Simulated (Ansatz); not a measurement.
## Worked example: Ga–P–GaH, triplet against Ga–P–GaH, singlet

Geometry (PBE0/def2-TZVP stationary point of a singlet), kept for both states (Ga–P–GaH, singlet: A'; Ga–P–GaH, triplet: A'):

```csv
atom,x (Å),y (Å),z (Å)
Ga,0.0000,0.2661,1.7114
Ga,0.0000,0.2629,-1.6089
P,0.0000,-1.2334,-0.1413
H,0.0000,1.3098,-2.7494
```

Basis cc-pVDZ; Ansatz 0.2.0. Correlated methods freeze the noble-gas cores and the filled d shells of p-block atoms. Prefix R: restricted or restricted open-shell reference; prefix U: unrestricted. No spin–orbit coupling is included, and no scalar relativity.

Full CI isn't at hand for all of this; UCCSDT(Q) serves as the reference, and is uncertain by the last step of the cluster series or more.

```
    level  E(Ga–P–GaH, singlet) (hartree)  E(Ga–P–GaH, triplet) (hartree)
      UHF                    -4187.754000                    -4187.700438
     UMP2                    -4187.974389                    -4187.902371
 UCCSD(T)                    -4188.016626                    -4187.946993
      PBE                    -4190.866992                    -4190.800629
  wB97M-V                    -4191.375608                    -4191.301589
UCCSDT(Q)                    -4188.019054                    -4187.950246
```

Task: Give the vertical gap, Ga–P–GaH triplet less Ga–P–GaH singlet, at each level in eV (1 hartree = 27.2114 eV), and each error against UCCSDT(Q).

Result: UCCSDT(Q): (-4187.950246 − (-4188.019054)) × 27.2114 = 1.872 eV (the reference)
wB97M-V: (-4191.301589 − (-4191.375608)) × 27.2114 = 2.014 eV, error 0.142 eV
PBE: (-4190.800629 − (-4190.866992)) × 27.2114 = 1.806 eV, error -0.066 eV
UCCSD(T): (-4187.946993 − (-4188.016626)) × 27.2114 = 1.895 eV, error 0.023 eV
UMP2: (-4187.902371 − (-4187.974389)) × 27.2114 = 1.960 eV, error 0.088 eV
UHF: (-4187.700438 − (-4187.754000)) × 27.2114 = 1.457 eV, error -0.415 eV

Total energies of functionals can't be set beside those of wave-function methods, since they hold the core's correlation and their own absolute errors; only the differences compare.

In so small a basis the reference is far from its limit while semilocal and hybrid functionals are nearer theirs, so the functionals' errors here hold much of the reference's basis and frozen-core error, which can add to them or hide them.

Each level lands on the state that its own search finds. T1 diagnostics of restricted CCSD: 0.024 and 0.055.
